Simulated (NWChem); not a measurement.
System: chlorine (Cl₂); SMILES ClCl

Input file for NWChem:

```
start job
memory heap 200 mb stack 900 mb global 1100 mb
geometry units angstroms noautoz
  Cl     0.000000     0.000000     1.021525
  Cl     0.000000     0.000000    -1.021525
end
basis spherical
  * library def2-svp
end
dft
  xc m06-2x
  iterations 150
  mulliken
end
task dft energy
```

Geometry: optimised at B3LYP/6-31G* (spherical d).

Question: Predict the main results of this run. (M06-2X/def2-SVP.) Quantities: energy (Ha); highest occupied level (eV); orbital gap (eV).

Answer: 
- energy (Ha) = -920.04
- highest occupied level (eV) = -10.02
- orbital gap (eV) = 7.87
